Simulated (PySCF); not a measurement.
# BH₃: singlet, from a trigonal pyramidal start

Where does singlet BH₃ go from a trigonal pyramidal start, is the end point a minimum, and what are its modes, charges and moments?

Program: PySCF 2.14.0. Level of theory: PBE0, basis B def2-TZVP, H def2-TZVP, no relativity, density fitting. These are calculated values, not measurements.

**1. Starting geometry**

4 atoms, charge 0, spin multiplicity 1.

Bond lengths: B1–H2 1.170 Å, B1–H3 1.170 Å, B1–H4 1.170 Å. Angles: H2–B1–H3 99.8°, H2–B1–H4 99.8°, H3–B1–H4 99.7°.

```xyz
4
charge 0 multiplicity 1
B     0.0000    0.0000    0.0000
H     1.0330    0.0000    0.5493
H    -0.5165    0.8946    0.5493
H    -0.5165   -0.8946    0.5493
```

**2. Finding the electronic state**

One driver script runs all steps and calls PySCF; scf.py shows how it sets up the SCF of each step. The optimiser is the driver's own. After this first run the driver tries any further starts and a stability analysis.

Contents of scf.py:

```python
from pyscf import gto, scf, dft
mol = gto.M(atom='''
B      0.000000     0.000000     0.000000
H      1.033000     0.000000     0.549300
H     -0.516500     0.894600     0.549300
H     -0.516500    -0.894600     0.549300''',
    basis={'B': 'def2-TZVP', 'H': 'def2-TZVP'},
    charge=0, spin=0)
mf = dft.RKS(mol, xc='PBE0')
mf.grids.atom_grid = (50, 194)
aux = {'B': 'def2-universal-JKFIT', 'H': 'def2-universal-JKFIT'}
mf = mf.density_fit(auxbasis=aux)
mf.conv_tol = 1e-08
mf.diis_space = 10
mf.max_cycle = 60
mf.init_guess = 'minao'
mf.verbose = 4
mf.kernel()
```

Command:

```bash
> OMP_NUM_THREADS=2 python axn.py task.json out
```

The program printed:

```text
init E= -26.3569200445508
  HOMO = -0.364076601149924  LUMO = -0.172551444856692  gap/eV = 5.21166
cycle= 1 E= -26.4814558532072  delta_E= -0.125  |g|= 0.172  |ddm|= 1.18
  HOMO = -0.314458998967225  LUMO = -0.11691751082849  gap/eV = 5.37538
cycle= 2 E= -26.489337100819  delta_E= -0.00788  |g|= 0.0806  |ddm|= 0.177
  HOMO = -0.336670994291485  LUMO = -0.120437874732987  gap/eV = 5.88400
cycle= 3 E= -26.4918129553148  delta_E= -0.00248  |g|= 0.00823  |ddm|= 0.053
  HOMO = -0.338053974855711  LUMO = -0.122592384001994  gap/eV = 5.86301
cycle= 4 E= -26.4918361136666  delta_E= -2.32e-05  |g|= 0.00315  |ddm|= 0.00921
  HOMO = -0.337279341149902  LUMO = -0.121657770251737  gap/eV = 5.86736
cycle= 5 E= -26.4918394880085  delta_E= -3.37e-06  |g|= 0.000198  |ddm|= 0.00262
  HOMO = -0.337228061859608  LUMO = -0.121617957437156  gap/eV = 5.86705
cycle= 6 E= -26.4918395101705  delta_E= -2.22e-08  |g|= 2.48e-05  |ddm|= 0.000311
  HOMO = -0.3372324122579  LUMO = -0.121623468442465  gap/eV = 5.86702
cycle= 7 E= -26.4918395104056  delta_E= -2.35e-10  |g|= 2.03e-06  |ddm|= 3.36e-05
  HOMO = -0.337231924339452  LUMO = -0.121623470260001  gap/eV = 5.86700
Extra cycle  E= -26.4918395104068  delta_E= -1.14e-12  |g|= 9.66e-07  |ddm|= 1.96e-06
converged SCF energy = -26.4918395104068
```

This step, with its further starts and checks, took 1.2 s on 2 threads of Arm Neoverse N1, shared host.

No lower closed-shell solution turned up in the test of internal stability.

**3. Relaxation: trigonal pyramidal start, singlet**

The program finds C3v symmetry in the start, which this walk keeps.

scf.py: that of step 2 with these lines changed.

```diff
@@ -3,4 +3,4 @@
-B      0.000000     0.000000     0.000000
-H      1.033000     0.000000     0.549300
-H     -0.516500     0.894600     0.549300
-H     -0.516500    -0.894600     0.549300''',
+B      0.000000     0.000000    -0.118351
+H      1.032998    -0.000000     0.430949
+H     -0.516499     0.894602     0.430949
+H     -0.516499    -0.894602     0.430949''',
@@ -16 +15,0 @@
-mf.init_guess = 'minao'
```

The optimiser's trace:

```
step  energy (Eh)  change (kJ/mol)  largest symmetric gradient (Eh/bohr)
   0   -26.491840             0.00                               0.09718
   1   -26.550711          -154.57                               0.06100
   2   -26.562295          -184.98                               0.01872
   3   -26.564763          -191.46                               0.01046
   4   -26.565814          -194.22                               0.00103
   5   -26.565824          -194.25                               0.00016
   6   -26.565824          -194.25                               0.00000
```

The walk took 3.3 s.

After 6 steps and 194.2 kJ/mol it ends at D3h: B–H 1.193 Å (×3); H–B–H 120.0° (×3).

**4. Frequencies**

On the finer grid the gradient is checked again; gradients at displacements of ±0.02 bohr then give force constants and infrared intensities.

scf.py: that of step 3 with these lines changed.

```diff
@@ -3,4 +3,4 @@
-B      0.000000     0.000000    -0.118351
-H      1.032998    -0.000000     0.430949
-H     -0.516499     0.894602     0.430949
-H     -0.516499    -0.894602     0.430949''',
+B     -0.000000     0.000000     0.000000
+H      1.193426     0.000000     0.000000
+H     -0.596713     1.033538    -0.000000
+H     -0.596713    -1.033538    -0.000000''',
@@ -10 +10 @@
-mf.grids.atom_grid = (50, 194)
+mf.grids.atom_grid = (75, 302)
@@ -13 +13 @@
-mf.conv_tol = 1e-08
+mf.conv_tol = 1e-10
```

This SCF starts from the last density.

Log of the central SCF (cycles and frontier levels):

```text
init E= -26.5658261940833
  HOMO = -0.364555093557759  LUMO = -0.0716868532709114  gap/eV = 7.96935
cycle= 1 E= -26.5658261940832  delta_E= 7.11e-14  |g|= 5.96e-09  |ddm|= 1.61e-08
  HOMO = -0.364555094297561  LUMO = -0.0716868540297124  gap/eV = 7.96935
Extra cycle  E= -26.5658261940833  delta_E= -6.39e-14  |g|= 2.62e-09  |ddm|= 4.98e-09
converged SCF energy = -26.5658261940833
```

The whole step took 6.5 s.

Geometry: D3h; B–H 1.193 Å (×3); H–B–H 120.0° (×3).

Modes, for the most abundant isotopes:

```tsv
symmetry	ω (cm⁻¹)	IR (km/mol)	type
a2''	1145	81.2	bend
e'	1189	25.1	bend
a1'	2557	0.0	stretch
e'	2695	239	stretch
```

No imaginary mode, so this is a minimum.

Properties at this point:

- Dipole moment: 0.00 D
- Highest occupied level: -9.92 eV
- Lowest empty level: -1.95 eV
- Rotational constants: 7.829, 7.829, 3.915 cm⁻¹
- Zero-point energy: 68.6 kJ/mol
- Principal polarisabilities: 12.2, 18.2, 18.2 bohr³
- Atomisation energy without zero-point energy: 1167 kJ/mol
- Principal traceless quadrupole moments about the centre of mass: -1.06, -1.06, 2.12 D Å
- Entropy at 298.15 K and 1 bar: 188.4 J/(mol K)
- Heat capacity Cp at 298.15 K: 36.1 J/(mol K)
- Enthalpy at 298.15 K above 0 K: 10.06 kJ/mol
- Rotational symmetry number: 6

Charges (e) and bond orders:

```csv
atom,Mulliken,Löwdin,polar tensor,Mayer order to B1
B1,-0.08,-0.11,0.49,–
"H2,3,4",0.03,0.04,-0.16,0.99
```

Outer orbital energies (eV). occupied: -185.03, -14.45, -9.92, -9.92; empty: -1.95, 2.02, 2.88, 2.88.

Mulliken populations on B1: s 3.18, p 1.86, d 0.04, f 0.00.

**5. What came out**

| quantity | value |
| --- | --- |
| minimum | singlet, D3h |
| geometry | B–H 1.193 Å (×3); H–B–H 120.0° (×3) |
| wavenumbers (cm⁻¹) | 1145 (a2''), 1189 (e'), 2557 (a1'), 2695 (e') |
| dipole moment | 0.00 D |
| highest occupied, lowest empty level | -9.92, -1.95 eV |
| polar-tensor charge of B1 | +0.49 e |
| zero-point energy | 68.6 kJ/mol |
| entropy at 298.15 K | 188.4 J/(mol K) |
| atomisation energy (no zero-point energy) | 1167 kJ/mol |

In words: From C3v at the start the molecule goes to a D3h minimum. In the infrared the band at 2695 cm⁻¹ (e', stretch) leads. The dipole vanishes although B1 carries +0.5 e by the polar tensor: the bond dipoles cancel. Other starts or spin states, not run here, may lie lower.

The search up to here took 11 s.
